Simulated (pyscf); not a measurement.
Optimised with ωB97X-D3(BJ)/def2-SVP in PySCF. MP2 and CC: frozen core, UHF for open shells. ΔMP2 is the change of the MP2 total energy from the triple- to the quadruple-zeta basis.

### Question
Estimate by transition-state theory (the high-pressure limit) the rate constant of H₃C–CH₂–NH• (SMILES CC[NH]) → •H₂C–CH₂–NH₂ (SMILES [CH2]CN) (doublet surface; C–H broken, H–N formed) at 1200 K, with CCSD(T)/def2-TZVPP + ΔMP2(QZVPP) energies (ideal gas, 1 atm, RRHO with modes under 100 cm⁻¹ raised to 100, one conformer, R ln 2 for rigid chiral ones; no tunnelling).

### Answer
The electronic barrier is 37.1 kcal/mol and the thermal terms add +1.5, so ΔG‡ = 38.7 kcal/mol. With k_BT/h = 2.50e+13 s⁻¹ and RT = 2.385 kcal/mol, k = 2.2e+06 s⁻¹. Wigner's tunnelling factor for 2159i cm⁻¹ would be 1.28. A shift of 1 kcal/mol in the barrier changes k by a factor 1.5. The same reactants have a lower exit, to H₂C=NH + CH₃• (barrier +29.6 kcal/mol at ωB97M-D3(BJ), against +37.9 kcal/mol here). H₃C–CH₂–NH• lies 8.9 kcal/mol over its isomer H₃C–CH•–NH₂, and others may lie lower still (electronic energy, ωB97M-D3(BJ)). •H₂C–CH₂–NH₂ lies 11.2 kcal/mol over its isomer H₃C–CH•–NH₂, and others may lie lower still (electronic energy, ωB97M-D3(BJ)). One saddle was located; it need not be the lowest between these sides. The CCSD(T) − MP2 part came from Ansatz, without density fitting, on the same reference.
